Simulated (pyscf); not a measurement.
This saddle point was located with ωB97X-D3(BJ)/def2-SVP in PySCF.

```
N
H 1 1.0194
H 1 1.2167 2 113.22
O 3 1.3599 1 123.35 2 110.38
H 4 0.9658 3 115.67 1 -108.66
H 3 1.2169 1 60.12 2 105.43
Si 1 1.7624 2 117.06 3 -145.42
N 7 1.7255 1 110.96 2 56.00
H 8 1.0132 7 120.62 1 -138.56
H 8 1.0139 9 111.77 7 155.20
H 7 1.4893 8 115.43 9 103.79
H 7 1.4914 11 110.28 1 -119.30
```

Surface: singlet, charge 0. Lowest wavenumbers (cm⁻¹): 2147i, 57, 109, 118, 258.

Task: Name the species on either side of this saddle.

Result: H₂N–SiH₂–NH₂ + H₂O ⇌ H₂N–SiH₂–NH₂ + H₂O, a four-centre exchange read from left to right: H–N, H–O broken and H–N, H–O formed. At ωB97M-D3(BJ)/def2-TZVP it lies +43.9 kcal/mol from the left side and +43.9 kcal/mol from the right (each side as separated species at their lowest minima found). On the reactant side the descent ends in a complex (not fully relaxed), 4.9 kcal/mol under the separated species and 49.5 kcal/mol under the saddle at ωB97X-D3(BJ)/def2-TZVP. On the product side the descent ends in a complex, 7.8 kcal/mol under the separated species and 52.4 kcal/mol under the saddle at ωB97X-D3(BJ)/def2-TZVP. The same reactants have a lower exit, to NH₃ + H₂N–SiH₂–OH (barrier +19.1 kcal/mol at ωB97M-D3(BJ)/def2-TZVP, against +43.9 kcal/mol here). This is the saddle that the search found; another between the same sides may lie lower.
